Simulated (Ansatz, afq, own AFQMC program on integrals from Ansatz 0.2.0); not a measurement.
**NH₃O (triplet): quantum Monte Carlo beside coupled cluster at distance O1–H3 along a hydrogen transfer = 0.960 Å, cc-pVTZ**

How near does AFQMC come to the top of the ladder for NH₃O (triplet)?

Program: Ansatz 0.2.0, Gaussian basis, and an in-house AFQMC program (afq) on its integrals; all values are calculated. Level of theory: cc-pVTZ, frozen cores. These are calculated values, not measurements.

Plan: PBE (unrestricted); CCSD(T) on UHF; r2SCAN (unrestricted); PBE0 (unrestricted); CCSD(T) on UHF; B3LYP (unrestricted); CCSD(T) on UHF; wB97M-V (unrestricted); B2PLYP (unrestricted); Phaseless AFQMC, CISD trial on UHF.

## 1. What is computed

The geometry derives from fragments relaxed apart (PBE0/def2-TZVP) and kept rigid, so it is no stationary point. A hydrogen atom is moved between rigid fragments.

5 atoms, charge 0, spin multiplicity 3.

Atoms are counted from 1 here; the program's logs count them from 0.

Bond lengths: O1–H2 0.960 Å, O1–H3 0.960 Å, N4–H5 1.040 Å. Angles: H2–O1–H3 105.1°.

## 2. PBE (unrestricted)

Contents of in.yaml:

```yaml
crystal:
  periodic: [false, false, false]
  atoms:
    - {symbol: O, position_ang: [-1.194965, 0.002370, 0.000000]}
    - {symbol: H, position_ang: [-1.444275, 0.928945, 0.000000]}
    - {symbol: H, position_ang: [-0.235436, 0.002370, 0.000000]}
    - {symbol: N, position_ang: [1.368035, 0.002370, 0.000000]}
    - {symbol: H, position_ang: [1.637117, -1.001857, 0.000000]}
basis:
  gaussian: {orbitals: cc-pVTZ}
magnetization: {spin_polarized: true, initial_magnetization: 2}
hamiltonian: {xc: {name: PBE}}
output: {orbitals: {seedname: orbitals}}
```

Command:

```bash
$ ansatz run in.yaml --threads 1 --pin off --events-out ev --progress --plain --max-ram 5632MiB --backend cpu
```

Output:

```text
Functional definition: PBE
  name "PBE"
  cite "Perdew, Burke & Ernzerhof, Phys. Rev. Lett. 77, 3865 (1996) doi:10.1103/PhysRevLett.77.3865"
  parent pbe
  parameter kappa = 0.804
  parameter beta = 0.06672455060314922
  exchange = pbe_x(kappa = kappa, mu = beta*pi^2/3)
  correlation = pbe_c(beta = beta)
522 factors; their error is unknown
mean field evaluation 1: about -3573.4259 eV, gradient 4.4e1 eV
mean field evaluation 2: about -3520.0461 eV, gradient 1.0e2 eV
mean field evaluation 4: about -3579.1735 eV, gradient 7.8e0 eV
mean field evaluation 8: about -3579.4806 eV, gradient 1.2e-1 eV
mean field evaluation 16: about -3579.4686 eV, gradient 2.9e-5 eV
mean field evaluation 32: about -3570.4040 eV, gradient 3.1e1 eV
mean field -3579.46863764 eV, -131.5430461823 hartree, gradient 2.9e-5 eV, S^2 2.005024; 3 other end points of the search recorded, 0 dependent functions left out
reference -3579.46866018 eV, -131.5430470107 hartree; 10, 8 occupied and 92, 94 virtual orbitals, 522 factors
Total energy: -3579.46866018 eV, -131.5430470107 hartree
```

Wall time 2.3 s (1 thread of AMD EPYC 7R13 (Zen 3), shared host); peak memory 0.69 GiB.

From the report: ⟨S²⟩ of the determinant 2.005 (pure triplet: 2.00).

## 3. CCSD(T) on UHF

Edit in.yaml of step 2 so:

```diff
@@ -11,3 +11,2 @@
 magnetization: {spin_polarized: true, initial_magnetization: 2}
-hamiltonian: {xc: {name: PBE}}
-output: {orbitals: {seedname: orbitals}}
+correlation: {method: ccsd_t, electrons: outside_noble_gas, hamiltonian_folder: ham}
```

Command:

```bash
$ ansatz run in.yaml --threads 1 --pin off --events-out ev --progress --plain --max-ram 16896MiB --backend cuda --devices 0, --max-vram 18GiB
```

Output, shortened:

```text
Functional definition: HF
  name "HF"
  cite "Fock, Z. Phys. 61, 126 (1930) doi:10.1007/BF01340294"
  parent pbe
[...]
603 factors; integrals over basis functions are off by at most 1.0e-3 eV
[...]
mean field -3565.39513509 eV, -131.0258545028 hartree, gradient 2.9e-6 eV, S^2 2.016758; 0 other end points of the search recorded, 0 dependent functions left out
2 core orbitals not correlated: weight in the atoms' cores, before any rotation towards them, 1.000 or more for the frozen orbitals, at most 0.000 for the correlated occupied ones
reference -3565.39513509 eV, -131.0258545028 hartree; 8, 6 occupied and 92, 94 virtual orbitals, 603 factors
second order -11.01530380 eV of doubles, -0.00000000 eV of singles
cycle   1  -11.36906373 eV  change   -3.5e-1 eV  update   5.7e-2
[...]
cycle  13  -11.66984939 eV  change   -7.7e-6 eV  update   9.0e-6
perturbative correction -0.33905488 eV, -0.0124600371 hartree
Total energy: -3577.40403936 eV, -131.4671735950 hartree
```

Wall time 4.7 s (1 × NVIDIA H100 80GB HBM3 with 1 thread of AMD EPYC 7R13 (Zen 3), shared host); peak host memory 0.82 GiB.

From the report: ⟨S²⟩ of the determinant 2.017 (pure triplet: 2.00); correlation -12.0089 eV; T1 0.011; largest double amplitude 0.03.

This run also writes the integrals to the folder ham.

## 4. r2SCAN (unrestricted)

Edit in.yaml of step 3 so:

```diff
@@ -11,2 +11,2 @@
 magnetization: {spin_polarized: true, initial_magnetization: 2}
-correlation: {method: ccsd_t, electrons: outside_noble_gas, hamiltonian_folder: ham}
+hamiltonian: {xc: {name: r2SCAN}}
```

Command:

```bash
$ ansatz run in.yaml --threads 1 --pin off --events-out ev --progress --plain --max-ram 5632MiB --backend cpu
```

Output:

```text
Functional definition: r2SCAN
  name "r2SCAN"
  cite "Furness, Kaplan, Ning, Perdew & Sun, J. Phys. Chem. Lett. 11, 8208 (2020) doi:10.1021/acs.jpclett.0c02405"
  cite "Furness, Kaplan, Ning, Perdew & Sun, J. Phys. Chem. Lett. 11, 9248 (2020) doi:10.1021/acs.jpclett.0c03077"
  parent r2scan
  parameter k0 = 0.174
  parameter k1 = 0.065
  parameter a1 = 4.9479
  exchange = r2scan_x(k0 = k0, k1 = k1, a1 = a1)
  correlation = r2scan_c
522 factors; their error is unknown
mean field evaluation 1: about -3576.7413 eV, gradient 4.0e1 eV
mean field evaluation 2: about -3537.3914 eV, gradient 9.2e1 eV
mean field evaluation 4: about -3581.6170 eV, gradient 6.1e0 eV
mean field evaluation 8: about -3581.8095 eV, gradient 1.6e-1 eV
mean field evaluation 16: about -3581.7974 eV, gradient 1.3e-4 eV
mean field -3581.79739386 eV, -131.6286263949 hartree, gradient 4.5e-5 eV, S^2 2.009196; 0 other end points of the search recorded, 0 dependent functions left out
reference -3581.79740144 eV, -131.6286266734 hartree; 10, 8 occupied and 92, 94 virtual orbitals, 522 factors
Total energy: -3581.79740144 eV, -131.6286266734 hartree
```

It took 2.2 s on 1 thread of AMD EPYC 7R13 (Zen 3), shared host; peak memory 0.69 GiB.

From the report: ⟨S²⟩ of the determinant 2.009 (pure triplet: 2.00).

## 5. PBE0 (unrestricted)

Edit in.yaml of step 4 so:

```diff
@@ -11,2 +11,3 @@
 magnetization: {spin_polarized: true, initial_magnetization: 2}
-hamiltonian: {xc: {name: r2SCAN}}
+hamiltonian: {xc: {name: PBE0}}
+output: {orbitals: {seedname: orbitals}}
```

Launched as before.

Output:

```text
Functional definition: PBE0
  name "PBE0"
  cite "Adamo & Barone, J. Chem. Phys. 110, 6158 (1999) doi:10.1063/1.478522"
  cite "Perdew, Burke & Ernzerhof, Phys. Rev. Lett. 77, 3865 (1996) doi:10.1103/PhysRevLett.77.3865"
  parent pbe
  parameter a = 0.25
  parameter kappa = 0.804
  parameter beta = 0.06672455060314922
  exchange = (1 - a)*pbe_x(kappa = kappa, mu = beta*pi^2/3) + a*exact_x
  correlation = pbe_c(beta = beta)
525 factors; their error is unknown
mean field evaluation 1: about -3575.5091 eV, gradient 3.6e1 eV
mean field evaluation 2: about -3562.6348 eV, gradient 6.5e1 eV
mean field evaluation 4: about -3579.6041 eV, gradient 2.6e0 eV
mean field evaluation 8: about -3579.6376 eV, gradient 5.5e-2 eV
mean field evaluation 16: about -3579.6351 eV, gradient 6.5e-5 eV
mean field -3579.63512833 eV, -131.5491646025 hartree, gradient 1.5e-5 eV, S^2 2.006739; 0 other end points of the search recorded, 0 dependent functions left out
reference -3579.63514504 eV, -131.5491652164 hartree; 10, 8 occupied and 92, 94 virtual orbitals, 525 factors
Total energy: -3579.63514504 eV, -131.5491652164 hartree
```

It took 1.2 s on 1 thread of AMD EPYC 7R13 (Zen 3), shared host; peak memory 0.69 GiB.

From the report: ⟨S²⟩ of the determinant 2.007 (pure triplet: 2.00).

## 6. CCSD(T) on UHF

Edit in.yaml of step 5 so:

```diff
@@ -9,5 +9,4 @@
 basis:
-  gaussian: {orbitals: cc-pVTZ}
+  gaussian: {orbitals: def2-TZVPP}
 magnetization: {spin_polarized: true, initial_magnetization: 2}
-hamiltonian: {xc: {name: PBE0}}
-output: {orbitals: {seedname: orbitals}}
+correlation: {method: ccsd_t, electrons: outside_noble_gas}
```

Command:

```bash
$ ansatz run in.yaml --threads 1 --pin off --events-out ev --progress --plain --max-ram 16896MiB --backend cuda --devices 0, --max-vram 18GiB
```

Output, shortened:

```text
Functional definition: HF
  name "HF"
  cite "Fock, Z. Phys. 61, 126 (1930) doi:10.1007/BF01340294"
  parent pbe
[...]
637 factors; integrals over basis functions are off by at most 9.2e-4 eV
[...]
mean field -3565.59592725 eV, -131.0332334788 hartree, gradient 3.6e-6 eV, S^2 2.017268; 0 other end points of the search recorded, 0 dependent functions left out
2 core orbitals not correlated: weight in the atoms' cores, before any rotation towards them, 1.000 or more for the frozen orbitals, at most 0.000 for the correlated occupied ones
reference -3565.59592725 eV, -131.0332334788 hartree; 8, 6 occupied and 94, 96 virtual orbitals, 637 factors
second order -10.97868965 eV of doubles, -0.00000000 eV of singles
cycle   1  -11.33428269 eV  change   -3.6e-1 eV  update   5.9e-2
[...]
cycle  13  -11.64021004 eV  change   -7.9e-6 eV  update   1.0e-5
perturbative correction -0.33783930 eV, -0.0124153655 hartree
Total energy: -3577.57397660 eV, -131.4734186732 hartree
```

It took 1.7 s on 1 × NVIDIA H100 80GB HBM3 with 1 thread of AMD EPYC 7R13 (Zen 3), shared host; peak host memory 0.82 GiB.

From the report: ⟨S²⟩ of the determinant 2.017 (pure triplet: 2.00); correlation -11.9780 eV; T1 0.012; largest double amplitude 0.03.

## 7. B3LYP (unrestricted)

Edit in.yaml of step 6 so:

```diff
@@ -9,4 +9,4 @@
 basis:
-  gaussian: {orbitals: def2-TZVPP}
+  gaussian: {orbitals: cc-pVTZ}
 magnetization: {spin_polarized: true, initial_magnetization: 2}
-correlation: {method: ccsd_t, electrons: outside_noble_gas}
+hamiltonian: {xc: {name: B3LYP}}
```

Command:

```bash
$ ansatz run in.yaml --threads 1 --pin off --events-out ev --progress --plain --max-ram 5632MiB --backend cpu
```

Output, shortened:

```text
Functional definition: B3LYP
  name "B3LYP"
  cite "Stephens, Devlin, Chabalowski & Frisch, J. Phys. Chem. 98, 11623 (1994) doi:10.1021/j100096a001"
  cite "Becke, Phys. Rev. A 38, 3098 (1988) doi:10.1103/PhysRevA.38.3098"
  cite "Lee, Yang & Parr, Phys. Rev. B 37, 785 (1988) doi:10.1103/PhysRevB.37.785"
  cite "Vosko, Wilk & Nusair, Can. J. Phys. 58, 1200 (1980) doi:10.1139/p80-159"
[...]
522 factors; their error is unknown
[...]
mean field -3583.73542225 eV, -131.6998476245 hartree, gradient 8.7e-6 eV, S^2 2.006056; 0 other end points of the search recorded, 0 dependent functions left out
reference -3583.73557852 eV, -131.6998533673 hartree; 10, 8 occupied and 92, 94 virtual orbitals, 522 factors
Total energy: -3583.73557852 eV, -131.6998533673 hartree
```

Wall time 1.2 s (1 thread of AMD EPYC 7R13 (Zen 3), shared host); peak memory 0.69 GiB.

From the report: ⟨S²⟩ of the determinant 2.006 (pure triplet: 2.00).

## 8. CCSD(T) on UHF

Edit in.yaml of step 7 so:

```diff
@@ -9,4 +9,4 @@
 basis:
-  gaussian: {orbitals: cc-pVTZ}
+  gaussian: {orbitals: "def2-QZVPP.json"}
 magnetization: {spin_polarized: true, initial_magnetization: 2}
-hamiltonian: {xc: {name: B3LYP}}
+correlation: {method: ccsd_t, electrons: outside_noble_gas}
```

Command:

```bash
$ ansatz run in.yaml --threads 1 --pin off --events-out ev --progress --plain --max-ram 16896MiB --backend cuda --devices 0, --max-vram 18GiB
```

Output, shortened:

```text
Functional definition: HF
  name "HF"
  cite "Fock, Z. Phys. 61, 126 (1930) doi:10.1007/BF01340294"
  parent pbe
[...]
1253 factors; integrals over basis functions are off by at most 1.3e-3 eV
[...]
mean field -3565.77194499 eV, -131.0397020114 hartree, gradient 4.6e-6 eV, S^2 2.017576; 0 other end points of the search recorded, 0 dependent functions left out
2 core orbitals not correlated: weight in the atoms' cores, before any rotation towards them, 1.000 or more for the frozen orbitals, at most 0.000 for the correlated occupied ones
reference -3565.77194499 eV, -131.0397020114 hartree; 8, 6 occupied and 194, 196 virtual orbitals, 1253 factors
second order -11.88062034 eV of doubles, -0.00000000 eV of singles
cycle   1  -12.09386023 eV  change   -2.1e-1 eV  update   6.1e-2
[...]
cycle  13  -12.41165078 eV  change   -9.9e-6 eV  update   1.2e-5
perturbative correction -0.39956317 eV, -0.0146836757 hartree
Total energy: -3578.58315894 eV, -131.5105054403 hartree
```

It took 3 s on 1 × NVIDIA H100 80GB HBM3 with 1 thread of AMD EPYC 7R13 (Zen 3), shared host; peak host memory 0.85 GiB.

From the report: ⟨S²⟩ of the determinant 2.018 (pure triplet: 2.00); correlation -12.8112 eV; T1 0.012; largest double amplitude 0.02.

## 9. wB97M-V (unrestricted)

Edit in.yaml of step 8 so:

```diff
@@ -9,4 +9,5 @@
 basis:
-  gaussian: {orbitals: "def2-QZVPP.json"}
+  gaussian: {orbitals: cc-pVTZ}
 magnetization: {spin_polarized: true, initial_magnetization: 2}
-correlation: {method: ccsd_t, electrons: outside_noble_gas}
+hamiltonian: {xc: {name: wB97M-V}}
+output: {orbitals: {seedname: orbitals}}
```

Command:

```bash
$ ansatz run in.yaml --threads 1 --pin off --events-out ev --progress --plain --max-ram 5632MiB --backend cpu
```

Output, shortened:

```text
Functional definition: wB97M-V
  name "wB97M-V"
  cite "Mardirossian & Head-Gordon, J. Chem. Phys. 144, 214110 (2016) doi:10.1063/1.4952647"
  cite "Becke, J. Chem. Phys. 107, 8554 (1997) doi:10.1063/1.475007"
  cite "Vydrov & Van Voorhis, J. Chem. Phys. 133, 244103 (2010) doi:10.1063/1.3521275"
  # Of w^i u^j: cxij and so on, Table III.
[...]
  gx(w, u) = 1 - cx + cx01*u + cx10*w
  gss(w, u) = css00 + css04*u^4 + css10*w + css20*w^2 + css43*w^4*u^3
  gos(w, u) = cos00 + cos10*w + (cos20 + cos21*u)*w^2 + (cos60 + cos61*u)*w^6
[...]
      + integral(e_c_pw_mod_opposite_spin*gos(b97_w_opposite, b97_u_opposite)) + vv10(b, c)
522 factors; their error is unknown
117 factors; integrals over basis functions are off by at most 2.7e-5 eV
[...]
mean field -3582.12859106 eV, -131.6407976674 hartree, gradient 8.4e-5 eV, S^2 2.006223; 0 other end points of the search recorded, 0 dependent functions left out
reference -3582.12861888 eV, -131.6407986900 hartree; 10, 8 occupied and 92, 94 virtual orbitals, 522 factors
Total energy: -3582.12861888 eV, -131.6407986900 hartree
```

Wall time 3.9 s (1 thread of AMD EPYC 7R13 (Zen 3), shared host); peak memory 0.69 GiB.

From the report: ⟨S²⟩ of the determinant 2.006 (pure triplet: 2.00).

## 10. B2PLYP (unrestricted)

Edit in.yaml of step 9 so:

```diff
@@ -11,3 +11,3 @@
 magnetization: {spin_polarized: true, initial_magnetization: 2}
-hamiltonian: {xc: {name: wB97M-V}}
-output: {orbitals: {seedname: orbitals}}
+hamiltonian: {xc: {name: B2PLYP}}
+correlation: {electrons: outside_noble_gas}
```

Launched as before.

Output, shortened:

```text
Functional definition: B2PLYP
  name "B2PLYP"
  cite "Grimme, J. Chem. Phys. 124, 034108 (2006) doi:10.1063/1.2148954"
  cite "Becke, Phys. Rev. A 38, 3098 (1988) doi:10.1103/PhysRevA.38.3098"
  cite "Lee, Yang & Parr, Phys. Rev. B 37, 785 (1988) doi:10.1103/PhysRevB.37.785"
[...]
603 factors; integrals over basis functions are off by at most 1.0e-3 eV
[...]
mean field -3577.52680454 eV, -131.4716851322 hartree, gradient 4.6e-6 eV, S^2 2.009226; 0 other end points of the search recorded, 0 dependent functions left out
2 core orbitals not correlated: weight in the atoms' cores, before any rotation towards them, 1.000 or more for the frozen orbitals, at most 0.000 for the correlated occupied ones
reference -3577.52690268 eV, -131.4716887386 hartree; 8, 6 occupied and 92, 94 virtual orbitals, 603 factors
second order -13.15795731 eV of doubles, -0.00000000 eV of singles
Total energy: -3581.07955115 eV, -131.6022461619 hartree
```

Run time: 2 s. Hardware: 1 thread of AMD EPYC 7R13 (Zen 3), shared host; peak memory 1.2 GiB.

From the report: ⟨S²⟩ of the determinant 2.009 (pure triplet: 2.00).

## 11. Phaseless AFQMC, CISD trial on UHF

It reads the integrals that the CCSD(T) run on this determinant wrote.

Command:

```bash
$ afq ham --method phaseless --trial cisd --walkers 900 --populations 20 --least-time 60 --time-step 0.005 --steps-per-block 50 --equilibration-blocks 28 --max-blocks 4000 --target-error 0.00022 --factor-cut 1e-05 --start spin_pure --seed 3911 --release-times 0.24,0.51,0.99,1.62,2.4 --release-step 0.03 --release-every 3 --taylor-order 6
```

Output:

```text
orbitals 100  electrons 8 6  factors 603 of 603
reference energy -131.02585450 Eh
CCSD correlation -0.42885918 Eh in 14 cycles, weight of the determinant in the CISD state 0.8925
energy of the start -131.453860 Eh
 block  time / (1/Eh)  mean weight  energy / Eh
     1     0.250  1.0003  -131.451732
     2     0.500  0.9999  -131.457872
     3     0.750  1.0000  -131.461814
     4     1.000  0.9999  -131.463846
     5     1.250  1.0010  -131.464366
     6     1.500  1.0013  -131.466075
     7     1.750  1.0018  -131.467275
     8     2.000  0.9998  -131.464667
     9     2.250  0.9999  -131.465169
    10     2.500  0.9995  -131.467499
    13     3.250  0.9999  -131.465241
    16     4.000  0.9993  -131.470384
    19     4.750  0.9997  -131.467857
    22     5.500  1.0010  -131.467229
    25     6.250  1.0008  -131.468104
    28     7.000  1.0007  -131.466751
    31     7.750  1.0010  -131.468298
    34     8.500  0.9995  -131.467314
    37     9.250  1.0009  -131.469334
    40    10.000  0.9998  -131.470241
    43    10.750  1.0001  -131.465773
    46    11.500  0.9991  -131.468889
    49    12.250  0.9992  -131.469305
    52    13.000  1.0003  -131.468377
    55    13.750  1.0010  -131.469232
    58    14.500  1.0004  -131.467106
    61    15.250  1.0003  -131.466837
    64    16.000  0.9999  -131.467322
    67    16.750  1.0005  -131.468631
    70    17.500  1.0008  -131.469384
    73    18.250  0.9984  -131.470009
    76    19.000  1.0000  -131.465496
    79    19.750  0.9986  -131.469791
    82    20.500  0.9997  -131.467409
    85    21.250  0.9996  -131.470191
    88    22.000  0.9999  -131.467521
    91    22.750  1.0000  -131.466754
    94    23.500  1.0006  -131.469854
    97    24.250  0.9996  -131.470355
   100    25.000  1.0005  -131.470274
   103    25.750  0.9986  -131.467928
   106    26.500  1.0001  -131.470900
   109    27.250  0.9995  -131.466121
   112    28.000  0.9997  -131.468903
   115    28.750  1.0006  -131.465889
   118    29.500  0.9990  -131.470332
   121    30.250  1.0005  -131.471273
   124    31.000  1.0007  -131.466508
   127    31.750  1.0006  -131.467993
   130    32.500  0.9996  -131.469166
   133    33.250  0.9995  -131.469982
   136    34.000  0.9990  -131.466156
   139    34.750  1.0001  -131.467078
   142    35.500  1.0001  -131.469526
   145    36.250  0.9992  -131.469769
   148    37.000  1.0005  -131.467107
   151    37.750  0.9996  -131.469220
   154    38.500  1.0000  -131.469532
error from the spread of 20 populations
released: time / (1/Eh)  energy / Eh  error  mean overlap
  0.24  -131.468338  0.000203  0.9981
  0.51  -131.468241  0.000148  0.9943
  0.99  -131.470133  0.001320  0.9789
  1.62  -131.468877  0.000392  0.9520
  2.40  -131.467353  0.000531  0.9630
energy -131.468258 +/- 0.000221 Eh
```

It took 4 min on 1 × NVIDIA H100 80GB HBM3 with 2 threads of AMD EPYC 7R13 (Zen 3), shared host; peak host memory 1.6 GiB.

Energy -3577.4335 ± 0.0060 eV. Caveats: constraint bias not in the error.

## 12. AFQMC on the ladder

On the UHF determinant, counted from CCSD(T) (a yardstick, not exact):

```
                                               level  energy (eV)  from CCSD(T) (meV)  statistical error (meV)   time
                                                  HF   -3565.3951            +12008.9                                
                                                 MP2   -3576.4104              +993.6                                
                                                CCSD   -3577.0650              +339.1                                
                                             CCSD(T)   -3577.4040                 0.0                                
Phaseless AFQMC, CISD trial, step 0.005, 900 walkers   -3577.4335               -29.5                      6.0  4 min
```

The functionals' totals stand on their own zeros and serve differences with other points: PBE -3579.469 eV; r2SCAN -3581.797 eV; PBE0 -3579.635 eV; B3LYP -3583.736 eV; wB97M-V -3582.129 eV; B2PLYP -3581.080 eV.

## 13. What came out

```
                                       quantity            value
Phaseless AFQMC, CISD trial on UHF from CCSD(T)  -29.5 ± 6.0 meV
```

**Reading.** On UHF the phaseless walk with the CISD trial lies -29.5 meV from CCSD(T), 5 times its error bar. Error bars are statistical and leave out the constraint, the time step and what remains of the start.
